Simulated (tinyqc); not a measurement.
Stretching all distances: RHF, UHF, MP2, CISD and CCSD against full CI in the sto-3g basis, for LiH, spin multiplicity 1. Computed by the program tinyqc with PySCF. All coordinates are multiplied by the scale. c0^2 is the weight of the RHF determinant in the lowest singlet FCI state (UHF is spin-contaminated and may lie near states of higher spin) and n(LUMO) the first natural occupation beyond the occupied space.

Geometry (angstrom):

| atom | x | y | z |
|---|---|---|---|
| Li | 0.0000 | 0.0000 | 0.0000 |
| H | 0.0000 | 0.0000 | 1.5040 |

Full CI energy (hartree) and errors against it (kcal/mol):

| scale | distance 1-2 (angstrom) | E(FCI) | RHF | UHF | MP2 | CISD | CCSD | <S^2> UHF | c0^2 | n(LUMO) |
|---|---|---|---|---|---|---|---|---|---|---|
| 0.9900 | 1.4890 | -7.882147 | 11.8389 | 11.8389 | 4.2260 | 0.0074 | 0.0058 | 0.0000 | 0.9776 | 0.0364 |
| 1.2000 | 1.8048 | -7.874249 | 15.4504 | 15.4504 | 6.1029 | 0.0107 | 0.0085 | 0.0000 | 0.9641 | 0.0605 |
| 1.6200 | 2.4365 | -7.828051 | 30.8917 | 17.0552 | 14.5511 | 0.0268 | 0.0228 | 0.7180 | 0.8791 | 0.2011 |
| 1.8300 | 2.7523 | -7.809047 | 43.5033 | 10.7139 | 21.4241 | 0.0425 | 0.0377 | 0.8725 | 0.7934 | 0.3411 |
| 2.0400 | 3.0682 | -7.796708 | 58.6041 | 5.9087 | 28.8027 | 0.0600 | 0.0543 | 0.9391 | 0.7009 | 0.5038 |
| 2.2500 | 3.3840 | -7.789748 | 74.1835 | 3.1015 | 34.4266 | 0.0741 | 0.0669 | 0.9704 | 0.6296 | 0.6471 |
| 2.4600 | 3.6998 | -7.786084 | 88.4400 | 1.6253 | 36.5384 | 0.0834 | 0.0743 | 0.9857 | 0.5835 | 0.7552 |
| 2.6700 | 4.0157 | -7.784212 | 100.5072 | 0.8811 | 34.6111 | 0.0889 | 0.0784 | 0.9932 | 0.5544 | 0.8322 |

Estimate the missing row, scale = 1.41.

Computed row:
```
scale   distance 1-2 (angstrom)     E(FCI)      RHF      UHF     MP2    CISD    CCSD  <S^2> UHF    c0^2  n(LUMO)
1.4100                   2.1206  -7.851861  21.6345  20.6715  9.4311  0.0165  0.0135     0.2779  0.9348   0.1102
```

UHF parts from RHF first at scale 1.41 of those listed, where <S^2> leaves zero. The weight c0^2 goes from 0.98 to 0.55 and n(LUMO) from 0.04 to 0.83: static correlation grows as the bonds break into open-shell fragments. The spread of the error along the curve, which distorts its shape, is CCSD 0.1, CISD 0.1, UHF 19.8, MP2 32.3, RHF 88.7 kcal/mol.
